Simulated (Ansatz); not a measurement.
# SiH3+ (triplet): B2PLYP, RPA-PBE over a scan of the scale of all distances, cc-pVDZ

Aim: run SiH3+ (triplet) with these functionals over a scan of the scale of all distances, and hold them against the top wave-function level at the same points.

Method: cc-pVDZ, all electrons in the functionals, frozen cores in the correlation of double hybrids and RPA; program: Ansatz 0.2.0, Gaussian basis.

To be run: B2PLYP, RPA-PBE, at 0.880; 1.000; 1.131; 1.324; 1.529; 1.760; 1.985; 2.435.

13 further runs of the same task are left out: 10 that didn't finish, 3 set aside as unsound or not needed.

**1. The geometry**

The geometry derives from a PBE0/def2-TZVP stationary point (not a proven minimum). All distances are scaled together.

4 atoms, charge 1, spin multiplicity 3.

Atoms are counted from 1 here; the program's logs count them from 0.

Bond lengths: Si1–H2 1.492 Å, Si1–H3 1.694 Å, Si1–H4 1.694 Å. Angles: H2–Si1–H3 105.3°, H2–Si1–H4 105.3°, H3–Si1–H4 30.1°.

As a file:

```
Si    0.0000    0.0677   -0.0787
H     0.0000   -1.2255   -0.8234
H     0.4393   -0.3298    1.5083
H    -0.4393   -0.3298    1.5083
```

No dispersion term is added.

The geometry shown and the zero of energy belong to the point 1.000. The yardstick, FCI, and other wave-function levels (R restricted, U unrestricted, valence and pair active spaces) come from earlier runs.

**2. B2PLYP, 0.880**

in.yaml

```yaml
crystal:
  periodic: [false, false, false]
  atoms:
    - {symbol: Si, position_ang: [0.000000, 0.059532, -0.069266]}
    - {symbol: H, position_ang: [0.000000, -1.078437, -0.724630]}
    - {symbol: H, position_ang: [0.386602, -0.290190, 1.327341]}
    - {symbol: H, position_ang: [-0.386602, -0.290190, 1.327341]}
basis:
  gaussian: {orbitals: cc-pVDZ}
total_charge: 1
magnetization: {spin_polarized: true, initial_magnetization: 2}
hamiltonian: {xc: {name: B2PLYP}}
correlation: {electrons: outside_noble_gas}
```

Started as:

```bash
> ansatz run in.yaml --threads 1 --pin off --events-out ev --progress --plain --max-ram 2393MiB
```

Further steps of the session: B2PLYP, 1.000; B2PLYP, 1.131; B2PLYP, 1.324; B2PLYP, 1.529; B2PLYP, 1.760; B2PLYP, 1.985; B2PLYP, 2.435; RPA-PBE, 0.880; RPA-PBE, 1.000; RPA-PBE, 1.131; RPA-PBE, 1.324; RPA-PBE, 1.529; RPA-PBE, 1.760; RPA-PBE, 1.985; RPA-PBE, 2.435.

Before running them: what should the planned runs give, taken together? Wanted: span of the FCI curve; largest miss, B2PLYP; largest miss, RPA-PBE.

The runs gave:

| quantity | value |
| --- | --- |
| span of the FCI curve | 133.0 kcal/mol |
| largest miss, B2PLYP | +9.9 kcal/mol (1.985) |
| largest miss, RPA-PBE | +5.1 kcal/mol (2.435) |

Of the functionals, RPA-PBE keep the smallest largest miss at the points compared (at most 5.1 kcal/mol) and B2PLYP strays most (9.9 kcal/mol, at 1.985). B2PLYP, RPA-PBE clearly break the spin symmetry at some points (⟨S²⟩ up to 0.88 above the pure value), so energy there is bought with a mixed spin. Functionals and the yardstick converge differently with the basis, so part of each miss in cc-pVDZ is the basis.
